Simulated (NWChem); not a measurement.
Molecule: ethanol (C2H6O); SMILES C(C)O

```xyz
9

C      0.2531    -1.2028     0.0291
C     -0.5506     0.0827    -0.0179
O      0.2462     1.2341     0.0728
H     -0.4036    -2.0866     0.0150
H      0.8682    -1.2401     0.9410
H      0.9298    -1.2809    -0.8387
H     -1.1851     0.0958    -0.9282
H     -1.2422     0.1225     0.8392
H      0.8487     1.2367    -0.6781
```
Atoms are numbered in this order, from 1.

Computed with NWChem. Pople sets run with spherical d functions. Structure relaxed at the PBE0/def2-SVP level. Ions are spin-unrestricted doublets at the neutral geometry; other ion states weren't tried.

```json
[
 {"level": "Hartree-Fock/STO-3G", "basis functions": "21", "vertical ionisation energy, ΔSCF (eV)": "7.06", "−ε(HOMO) (eV)": "9.50", "ΔSCF minus −ε(HOMO) (eV)": "-2.44"},
 {"level": "Hartree-Fock/3-21G", "basis functions": "39", "vertical ionisation energy, ΔSCF (eV)": "9.25", "−ε(HOMO) (eV)": "11.60", "ΔSCF minus −ε(HOMO) (eV)": "-2.35"},
 {"level": "Hartree-Fock/6-31G*", "basis functions": "54", "vertical ionisation energy, ΔSCF (eV)": "9.47", "−ε(HOMO) (eV)": "11.88", "ΔSCF minus −ε(HOMO) (eV)": "-2.41"},
 {"level": "Hartree-Fock/6-31+G*", "basis functions": "66", "vertical ionisation energy, ΔSCF (eV)": "9.58", "−ε(HOMO) (eV)": "12.05", "ΔSCF minus −ε(HOMO) (eV)": "-2.47"},
 {"level": "Hartree-Fock/6-311G**", "basis functions": "90", "vertical ionisation energy, ΔSCF (eV)": "9.48", "−ε(HOMO) (eV)": "11.94", "ΔSCF minus −ε(HOMO) (eV)": "-2.46"},
 {"level": "Hartree-Fock/6-311++G**", "basis functions": "108", "vertical ionisation energy, ΔSCF (eV)": "9.55", "−ε(HOMO) (eV)": "12.05", "ΔSCF minus −ε(HOMO) (eV)": "-2.50"},
 {"level": "Hartree-Fock/def2-TZVPD", "basis functions": "168", "vertical ionisation energy, ΔSCF (eV)": "9.51", "−ε(HOMO) (eV)": "12.04", "ΔSCF minus −ε(HOMO) (eV)": "-2.53"}
]
```
